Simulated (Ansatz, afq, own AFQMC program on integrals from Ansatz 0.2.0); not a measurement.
## Where AFQMC and coupled cluster stand for GeH4Cl, doublet

```xyz
6

Cl   -2.4878    0.0000    0.0000
H    -0.8498    0.0000    0.0000
Ge    1.1582    0.0000    0.0000
H     1.6269   -1.4659    0.0000
H     1.6269    0.7330   -1.2695
H     1.6269    0.7330    1.2695
```

Connectivity, by distances: Cl ··· GeH3, 1 bridging H.

Basis cc-pVTZ. Only valence electrons are correlated. AFQMC by an in-house program on the Cholesky factors that Ansatz 0.2.0 writes for its CCSD(T) run. The CISD trial takes its coefficients from CCSD amplitudes. Released means that phaseless walkers are propagated on without the constraint, phases kept. Error bars are statistical, one sigma. No spin–orbit coupling.

Determinant: UHF, the one that the program's search chose, which needn't be the lowest solution. The geometry is a point of a scan.

No full CI on the walks' own integrals is used here. The released AFQMC energy serves as the reference, which it does only where one determinant dominates, the energy is flat over the last release times and near the phaseless one (40 meV or 2 meV an electron, half that with transition metals). On small molecules, where full CI could be run and the noise was under 10 meV, such values lay within 10 meV of it in 19 cases of 20, a flattering rate, since the rule was set on those same cases; what remains of the bias isn't in the error bar.

Cautions: no relativity below Rb; no spin-orbit coupling; inner d shell frozen; unrestricted determinant slightly spin contaminated (⟨S²⟩ 0.80 against 0.75); the released value is read at 1.50 1/Eh with a noise of 16 meV, more than in the cases checked (meV from the phaseless value at times in 1/Eh: -7 ± 10 at 0.24, -5 ± 10 at 0.51, -16 ± 10 at 0.99, -31 ± 16 at 1.50).

```
T1 diagnostic                               : 0.0166
weight of the determinant in the CISD state : 0.841
⟨S²⟩ of the determinant                     : 0.800
size of the correlated space                : 15 electrons in 114 orbitals
```

```json
{"level": "MP2", "correlation energy (eV)": "-8.7369"}
{"level": "CCSD", "correlation energy (eV)": "-10.0173"}
{"level": "CCSD(T)", "correlation energy (eV)": "-10.3637"}
```

Question: Estimate where phaseless AFQMC with a CISD trial lies against CCSD(T) on the same integrals.

Answer: 1.03 ± 0.22 kcal/mol below CCSD(T).

Reference: AFQMC with the constraint released, correlation energy -10.439 ± 0.016 eV.

```csv
level,E − E(reference) (kcal/mol),share of correlation (%)
CCSD(T),1.74 ± 0.38,99.28
ph-AFQMC/HF,0.84 ± 1.65,99.65
ph-AFQMC/CISD,0.71 ± 0.44,99.71
```

A walk keeps the symmetry of its determinant, which the program's search chose and which needn't be the lowest solution, so a lower state of the same spin and another symmetry isn't excluded. Released energies are given only where the last usable release times agree within the noise; a slower fall can still hide under it.
